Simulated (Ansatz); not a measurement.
Donors bound to Ga(H)3. Gas-phase values, no solvent. One relaxed conformer stands for each flexible species; it need not be the lowest. Strings in code marks are SMILES.

Quantity: electronic binding energy of the ligand (relaxed singlet parts, no counterpoise or zero-point term), in kcal/mol.

Level 1: frozen-core MP2/cc-pVTZ // PBE0-D3(BJ)/def2-SVP (Ansatz, a quantum-chemistry and plane-wave program)
Level 2: HF/cc-pVTZ // PBE0-D3(BJ)/def2-SVP (Ansatz)

| species | level 1 | level 2 |
|---|---|---|
| NH3: [Ga(H)3(NH3)] | 27.0 | 20.1 |
| NCH: [Ga(H)3(NCH)] | ___ | 8.39 |
| H2O: [Ga(H)3(H2O)] | 17.3 | 11.9 |

Problem. What belongs in the gaps?

Solution. 
- NCH: [Ga(H)3(NCH)], level 1: 15.3
